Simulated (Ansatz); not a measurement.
AlFH₄Si, SMILES F[SiH2][AlH2], a geometry optimisation

With the Ansatz DFT code, driven from Python.

Contents of `alfh4si.xyz`:
```text
7

F    -2.20660   -0.11410    0.22180
Si   -0.78840   -0.25590   -0.59540
Al    0.95740    0.07780    0.91260
H    -0.62620   -1.59730   -1.16320
H    -0.68890    0.73010   -1.69520
H     0.92980    1.39830    1.84200
H     2.48420   -0.30700    0.43170
```

The cells in order, each with its output:

```python
import itertools
import warnings

import ansatz as az
from ase.data import atomic_numbers, covalent_radii
import numpy as np

BASIS = "def2-SVP"
XC = "b3lyp"

warnings.simplefilter("ignore", az.DeckWarning)
```

```python
molecule = az.Crystal.molecule_from_extxyz("alfh4si.xyz")
```

```python
job = molecule.calculation().basis(gaussian=BASIS).functional(XC)
symbols = [site.symbol for site in molecule.cartesian_sites]
start = np.array([site.position_ang for site in molecule.cartesian_sites], dtype=float)
def progress(event):
    if event["event"] == "relax_step":
        row = event["data"]
        print(f"step {row['step']:3d}  E = {row['lagrangian_ev']:.6f} eV  largest force component {row['allowed_force_max_ev_ang']:.4f} eV/A")


rep = job.relax(force_tolerance=0.01, max_steps=100).session().plan().execute(on_event=progress).report
end = np.array(rep["positions_ang"])

print("reference energy %16.6f eV" % rep["reference_energy_ev"])
print("total energy     %16.6f eV" % rep["free_energy_ev"])
print("occupied orbitals outside the frozen core (up, down):", rep["n_occupied"], " frozen:", rep["n_frozen"], " virtual:", rep["n_virtual"])

# pairs closer than 1.2 times the sum of covalent radii, before or after
radius = [covalent_radii[atomic_numbers[s]] for s in symbols]
span = lambda where, i, j: np.linalg.norm(where[i] - where[j])
bonded = [(i, j) for i, j in itertools.combinations(range(len(symbols)), 2) if min(span(start, i, j), span(end, i, j)) < 1.2 * (radius[i] + radius[j])]
print("pair        before    after (A)")
for i, j in bonded:
    print(f"{symbols[i]}{i}-{symbols[j]}{j}".ljust(10), f"{span(start, i, j):8.4f} {span(end, i, j):8.4f}")
```

    step   1  E = -17251.218909 eV  largest force component 1.8999 eV/A
    step   2  E = -17251.552294 eV  largest force component 0.4698 eV/A
    step   3  E = -17251.597834 eV  largest force component 0.1579 eV/A
    step   4  E = -17251.604569 eV  largest force component 0.1473 eV/A
    step   5  E = -17251.612776 eV  largest force component 0.0652 eV/A
    step   6  E = -17251.615015 eV  largest force component 0.0121 eV/A
    step   7  E = -17251.615554 eV  largest force component 0.0933 eV/A
    step   8  E = -17251.616516 eV  largest force component 0.0383 eV/A
    step   9  E = -17251.617133 eV  largest force component 0.0202 eV/A
    step  10  E = -17251.617602 eV  largest force component 0.0194 eV/A
    step  11  E = -17251.617684 eV  largest force component 0.0372 eV/A
    step  12  E = -17251.617809 eV  largest force component 0.0123 eV/A
    step  13  E = -17251.617840 eV  largest force component 0.0078 eV/A
    step  14  E = -17251.617853 eV  largest force component 0.0073 eV/A
    reference energy    -17251.618109 eV
    total energy        -17251.618109 eV
    occupied orbitals outside the frozen core (up, down): [20, 20]  frozen: 0  virtual: [50, 50]
    pair        before    after (A)
    F0-Si1       1.6429   1.6426
    Si1-Al2      2.3309   2.4693
    Si1-H3       1.4656   1.4974
    Si1-H4       1.4804   1.4977
    Al2-H5       1.6150   1.5872
    Al2-H6       1.6463   1.5896

```python
charges = rep["charge_distribution"]
print("dipole moment", round(4.803205 * float(np.linalg.norm(charges["dipole_moment_e_ang"])), 3), "D")
print("Mulliken:", [(s, round(q, 3)) for s, q in zip(symbols, charges["mulliken_charges_e"])])
with open("alfh4si_opt.xyz", "w") as handle:
    handle.write(f"{len(symbols)}\nrelaxed AlFH4Si\n")
    handle.writelines(f"{s:2s} {x:11.6f} {y:11.6f} {z:11.6f}\n" for s, (x, y, z) in zip(symbols, end))
```

    dipole moment 1.508 D
    Mulliken: [('F', -0.362), ('Si', 0.43), ('Al', 0.454), ('H', -0.105), ('H', -0.106), ('H', -0.15), ('H', -0.161)]

It writes `alfh4si_opt.xyz`:
```text
7
relaxed AlFH4Si
F    -2.187938    0.159528    0.093134
Si   -0.778737   -0.250642   -0.644472
Al    1.120178    0.302693    0.833776
H    -0.852387   -1.709472   -0.974163
H    -0.727310    0.478489   -1.951734
H     0.889863    0.964961    2.257755
H     2.597631   -0.013658    0.340005
```

What to keep in mind:
- The settings weren't tested for convergence.
- The end point is the stationary point reached from this start; no frequency run checks that it is a minimum, and the basis set is modest.
- b3lyp holds the VWN-RPA fit, as in Gaussian; the form of ORCA and Turbomole is b3lyp5.
- Finished in 27 s on 1 thread of Arm Neoverse V2, with other jobs on the host, peak memory 0.21 GiB.

(Lines on the test bed's own set-up are left out of the output.)
